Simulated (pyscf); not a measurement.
Four-centre exchange: H₂N–InH₂ + H₂O → H₂N–InH–OH + H₂

Gas phase, singlet surface, charge 0. Bonds broken: In2–H5, O7–H8. Bonds formed: In2–O7, H5–H8. Optimised with ωB97X-D3(BJ)/def2-SVP in PySCF.

Transition state (Å):

```xyz
9

N     -2.1061    -0.8966    -0.1215
In    -0.8487     0.6693    -0.2613
H     -1.8694    -1.7468    -0.6240
H     -3.1100    -0.7489    -0.1418
H      0.9696     0.0393     0.5697
H     -1.0669     2.3313     0.0526
O      0.7348     0.1629    -1.6484
H      1.1366     0.0438    -0.4002
H      1.1657     0.8702    -2.1468
```

One imaginary mode, 1230i cm⁻¹; descent along it reached the two sides named, in the forms told below.

```csv
bond,change,reactant side (Å),saddle,product side
In2–H5,breaks,1.733,2.096,3.5
O7–H8,breaks,0.967,1.317,2.417
In2–O7,forms,2.453,2.165,2.007
H5–H8,forms,2.9,0.984,0.763
```

Electronic energies relative to the separated reactants (kJ/mol):

```
level                   barrier  reaction energy  reverse barrier
----------------------  -------  ---------------  ---------------
ωB97X-D3(BJ)/def2-TZVP     64.6            -15.1             79.8
PBE/def2-TZVP              53.7            -13.1             66.8
r²SCAN/def2-TZVP           52.1            -17.4             69.5
B3LYP-D3(BJ)/def2-TZVP     66.2            -13.8             80.0
PBE0-D3(BJ)/def2-TZVP      63.1             -5.9             69.0
M06-2X/def2-TZVP           56.9            -25.3             82.1
ωB97M-D3(BJ)/def2-TZVP     73.4             -7.1             80.6
HF/def2-TZVP              124.4             +3.3            121.1
```

With ωB97M-D3(BJ)/def2-TZVP energies and thermal terms (ideal gas, 1 atm, RRHO with modes under 100 cm⁻¹ raised to 100, one conformer, R ln 2 for chiral ones without a mode under 150 cm⁻¹), in kJ/mol:

```json
[
 {"T (K)": "298", "ΔH‡": "66.0", "ΔG‡": "107.5", "ΔH": "-16.3", "ΔG": "-11.9"},
 {"T (K)": "600", "ΔH‡": "66.7", "ΔG‡": "149.6", "ΔH": "-11.7", "ΔG": "-9.2"},
 {"T (K)": "900", "ΔH‡": "69.6", "ΔG‡": "190.4", "ΔH": "-8.0", "ΔG": "-8.8"},
 {"T (K)": "1200", "ΔH‡": "73.1", "ΔG‡": "230.1", "ΔH": "-5.3", "ΔG": "-9.5"}
]
```

On the reactant side the descent ends in an adduct with a In–O contact, 45.4 kJ/mol under the separated species and 110.0 kJ/mol under the saddle at ωB97X-D3(BJ)/def2-TZVP. What is counted as formed (In–O) is already present as a longer contact in the reactant adduct; forming that adduct is a step of its own. At the saddle there is also a short H–In contact that neither side keeps. The same reactants have a lower exit, to NH₃ + HO–InH₂ (highest point, the separated products, at -22.7 kJ/mol at ωB97M-D3(BJ)/def2-TZVP, against +73.4 kJ/mol here). One saddle was located; it need not be the lowest between these sides. Elements past Kr carry the def2 core potentials, without spin-orbit coupling.
